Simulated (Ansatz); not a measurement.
Reaction (SMILES): [CH]=CF → C(F)=[CH-] (an electron is taken up)
B3LYP-D3(BJ)/def2-TZVP geometries, fixed; electronic energies without zero-point terms; positive where energy is released.

Basis-set convergence of the adiabatic electron affinity at wB97M-V with Ansatz (an electronic-structure program). Cartesian d functions, on some or all atoms, in 6-31G*, 6-31+G*; all else is spherical. The program fits the integrals of some runs and decomposes those of others, by size. Open shells are unrestricted. The functional holds VV10 correlation; no added dispersion term, no relativity. Functions are those of the species that has most. Reference: the value in aug-pcseg-3, 1.497 eV, itself unsure by roughly 0.009 eV (its mean distance from aug-cc-pVQZ, def2-QZVPPD). Deviations are taken from unrounded values.

```
basis        functions  adiabatic electron affinity (eV)
-----------  ---------  --------------------------------
6-31G*              49                             0.540
6-31+G*             61                             1.502
cc-pVDZ             52                             0.843
aug-cc-pVDZ         87                             1.575
def2-SVP            52                             0.860
def2-SVPD           79                             1.448
pcseg-1             52                             1.152
aug-pcseg-1         87                             1.591
6-311G**            66                             1.011
6-311+G**           78                             1.550
def2-TZVP          105                             1.331
def2-TZVPD         132                             1.470
cc-pVTZ            118                             1.169
aug-cc-pVTZ        184                             1.504
pcseg-2            118                             1.395
aug-pcseg-2        184                             1.498
def2-TZVPP         121                             1.330
def2-TZVPPD        148                             1.466
cc-pVQZ            225                             1.330
aug-cc-pVQZ        332                             1.499
def2-QZVPP         231                             1.426
def2-QZVPPD        258                             1.481
pcseg-3            246                             1.478
aug-pcseg-3        353                             1.497
```

What the diffuse functions change, pair by pair:
- 6-31G* to 6-31+G*: 12 more functions, deviation -0.957 to 0.005 eV
- cc-pVDZ to aug-cc-pVDZ: 35 more functions, deviation -0.654 to 0.079 eV
- def2-SVP to def2-SVPD: 27 more functions, deviation -0.636 to -0.049 eV
- pcseg-1 to aug-pcseg-1: 35 more functions, deviation -0.345 to 0.094 eV
- 6-311G** to 6-311+G**: 12 more functions, deviation -0.486 to 0.054 eV
- def2-TZVP to def2-TZVPD: 27 more functions, deviation -0.166 to -0.027 eV
- cc-pVTZ to aug-cc-pVTZ: 66 more functions, deviation -0.327 to 0.008 eV
- pcseg-2 to aug-pcseg-2: 66 more functions, deviation -0.102 to 0.001 eV
- def2-TZVPP to def2-TZVPPD: 27 more functions, deviation -0.167 to -0.030 eV
- cc-pVQZ to aug-cc-pVQZ: 107 more functions, deviation -0.167 to 0.003 eV
- def2-QZVPP to def2-QZVPPD: 27 more functions, deviation -0.071 to -0.015 eV
- pcseg-3 to aug-pcseg-3: 107 more functions, deviation -0.018 to 0.000 eV

Leaving out the reference's own pair, they bring the value nearer the reference by more than 0.009 eV in 11 of 11 pairs.
